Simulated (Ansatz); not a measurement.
# Other spins and charges of SnH⁻, singlet at one geometry

Geometry (PBE0/def2-TZVPD stationary point for this spin):

```xyz
2

Sn    0.0000    0.0000    0.0000
H     0.0000    0.0000    1.8060
```

Basis def2-TZVPD with its core potentials; Ansatz 0.2.0. Correlated methods freeze the noble-gas cores and the filled d shells of p-block atoms. Prefix R: restricted or restricted open-shell reference. Active spaces: valence = (6e, 5o) chosen from the atoms' valence shells. No spin–orbit coupling is included; scalar relativity enters through the core potentials alone.

Gaps are energies of the second state less the first, at fixed atoms, for a selection of the levels run; each method lands on the state that its own search finds for that charge and spin.

The determinant of the SnH⁻ singlet fills πx and πy unequally, so it is a mixture of Σ and Δ, which weighs on every level built on one determinant.

Removing an electron, to the doublet: 0.550 eV at full CI (singlet A1, doublet ion B1, in C2v).

By full CI's occupations no single determinant describes the singlet well.

```tsv
level	gap (eV)	error (meV)
RHF	-0.385	-935
RMP2	0.182	-368
CISD	0.199	-351
RCCSD	0.326	-224
RCCSD(T)	0.413	-137
BCCD(T)	0.413	-137
RCCSDT*	0.526	-24
RCCSDT(Q)*	0.556	6
RCCSDTQ*	0.549	-1
CASSCF (valence space)	-0.368	-918
NEVPT2 (valence space)	0.298	-252
MRCISD (valence space)	0.443	-107
MRCISD+Q (valence space)	0.557	7
```

An asterisk marks runs whose energy the program itself flagged as in doubt.

Wrong sign: RHF, CASSCF (valence space).

Full CI is exact within this basis and frozen core; it isn't the basis-set limit.
